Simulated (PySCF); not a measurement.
**C$_{3}$H$_{5}$N$_{3}$: full NMR table**

| Property | Result |
| --- | --- |
| Formula | C3H5N3 |
| SMILES | Cn1cnnc1 |
| InChI | InChI=1S/C3H5N3/c1-6-2-4-5-3-6/h2-3H,1H3 |
| Point group of the computed structure | C1 |
| Degrees of unsaturation | 3 |
| Carbon signals | 2 |
| Proton signals | 2 |

Molfile (atoms numbered from 1):
```
C3H5N3
     RDKit          3D

 11 11  0  0  0  0  0  0  0  0999 V2000
   -1.3555    0.0109    0.4605 C   0  0  0  0  0  0  0  0  0  0  0  0
    0.0034   -0.0025   -0.0203 N   0  0  0  0  0  0  0  0  0  0  0  0
    0.7530   -1.0761   -0.3792 C   0  0  0  0  0  0  0  0  0  0  0  0
    1.9548   -0.7057   -0.7211 N   0  0  0  0  0  0  0  0  0  0  0  0
    2.0162    0.6511   -0.5858 N   0  0  0  0  0  0  0  0  0  0  0  0
    0.8491    1.0498   -0.1663 C   0  0  0  0  0  0  0  0  0  0  0  0
   -1.7700    1.0105    0.3372 H   0  0  0  0  0  0  0  0  0  0  0  0
   -1.9617   -0.6869   -0.1171 H   0  0  0  0  0  0  0  0  0  0  0  0
   -1.4030   -0.2632    1.5163 H   0  0  0  0  0  0  0  0  0  0  0  0
    0.3785   -2.0885   -0.3780 H   0  0  0  0  0  0  0  0  0  0  0  0
    0.5640    2.0704    0.0392 H   0  0  0  0  0  0  0  0  0  0  0  0
  1  2  1  0
  2  3  1  0
  3  4  2  0
  4  5  1  0
  5  6  2  0
  6  2  1  0
  1  7  1  0
  1  8  1  0
  1  9  1  0
  3 10  1  0
  6 11  1  0
M  END
```

PySCF 2.14.0 with density-fitted response routines calculation with B97-2/pcSseg-2 with gauge-including orbitals and PBE0-D3(BJ)/def2-TZVP structure; equivalent nuclei averaged, one computed conformer, non-relativistic Hamiltonian, no solvent.

Chemical shifts δ = σref − σ; TMS for $^{1}$H (σref 31.64), $^{13}$C (σref 185.38); NH3 for $^{15}$N (σref 261.75), all at this level.

| carbon | δC, type | δH (multiplicity) | HMBC from (2–3 bonds) | span of the C tensor (ppm) |
| --- | --- | --- | --- | --- |
| C1 | 32.2, CH3 | 3.61 (s) | H10/H11 | 54 |
| C3/C6 | 147.9, CH | 7.94 (s) | H10/H11, H7/H8/H9 | 163 |

Other nuclei:
```csv
atoms,nucleus,environment,δ (ppm),σ (ppm)
N4/N5,$^{15}$N,pyridine-type nitrogen of an azole,371.6,-109.9
N2,$^{15}$N,pyrrole-type ring nitrogen,181.2,80.6
```

Carbon types of the structure: 2 × CH, 1 × CH3, which accounts for all hydrogens. δC 147.9: aromatic CH between two ring heteroatoms. δC 32.2: methyl carbon bonded to N; the inductive effect lowers its shielding. δH 7.94: hydrogen on an aromatic CH between two ring heteroatoms; the ring current deshields protons in the ring plane. δH 3.61: hydrogen on a methyl carbon bonded to N; its carbon carries N, which withdraws density.

Shifts are as computed. Against solution values, carbons near 30 ppm lie about +3 ppm off and those near 130 ppm about +7 ppm. Of 1211 compounds with measured shifts, 218 miss one by over three times the rms of a fit or turn the order of signals round; such compounds aren't used in these exercises. Experimental scales use liquid or dissolved standards, which lie at an offset from isolated NH3 (liquid NH3: subtract about 20 ppm). Unscaled 15N shifts of sp2 nitrogen come out 20 to 40 ppm too high even then. Multiplicities follow the n + 1 count of equivalent neighbours, as no J values were calculated; m marks all less simple cases, F and P coupling included.
